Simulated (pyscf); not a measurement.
HP=PH (SMILES P=P) + PH₃ (SMILES P) → H₂P–PH–PH₂ (SMILES PPP), an addition across a multiple bond or ene-type step (singlet surface; H–P broken, P–P, H–P formed). Optimised with ωB97X-D3(BJ)/def2-SVP in PySCF. MP2 and CC: frozen core, UHF for open shells. ΔMP2 is the change of the MP2 total energy from the triple- to the quadruple-zeta basis. Energies in kJ/mol from the separated reactants.

Small-basis levels: PySCF, no dispersion term, spherical d functions. 

Task: In single points B3LYP/6-31G* puts the saddle at 210.5 kJ/mol and the reaction energy at -81.2 kJ/mol. Should these be trusted to within a few kcal/mol? Compare with CCSD(T)/def2-TZVPP + ΔMP2(QZVPP).

Result: CCSD(T)/def2-TZVPP + ΔMP2(QZVPP) gives ΔE‡ = 185.4 kJ/mol and ΔE = -92.5 kJ/mol. B3LYP/6-31G* lies 25.1 kJ/mol over it in the barrier and 11.3 kJ/mol over it in the reaction energy, so on this step it does not hold to within 12.6 kJ/mol. CCSD(T)/def2-TZVPP + ΔMP2(QZVPP) has limits of its own. From the product side, PH₂• + •HP–PH₂ lies, by one bond made or cut, 61.1 kJ/mol under this saddle at ωB97M-D3(BJ)/def2-TZVP. This is the saddle that the search found; another between the same sides may lie lower. One closed-shell reference is unstable to symmetry breaking; treat the single-reference values with care. The CCSD(T) − MP2 part came from Ansatz, without density fitting, on the same reference.
